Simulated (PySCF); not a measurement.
# Name the molecule from its bond curve

A diatomic of charge +1 contains B (the partner may be the same element). Its doublet curve at ωB97X in a double-zeta basis (no relativity, PySCF), in eV from the separated fragments:

R (Å), E (eV) and a bar:
```
    1.877     -2.077 ########################
    1.964     -2.210 ###########
    2.051     -2.284 ###
    2.116     -2.310 #
    2.182     -2.317 
    2.248     -2.310 #
    2.335     -2.283 ###
    2.444     -2.231 #########
    2.575     -2.148 #################
    2.749     -2.017 ##############################
```

The fit gives ωe = 409 cm⁻¹ and the rotational constant Bₑ = 0.6449 cm⁻¹.

Q: Which atom is the partner?

A: The minimum lies at 2.179 Å, so the reduced mass is 16.8576 u Å² cm⁻¹/(Bₑ·Re²) = 5.505 u. With B at 11.01 u the partner weighs about 11.0 u: B. The molecule is B₂⁺.

The state is the lowest determinant that a PBE0 search found; another state may lie lower at other levels.
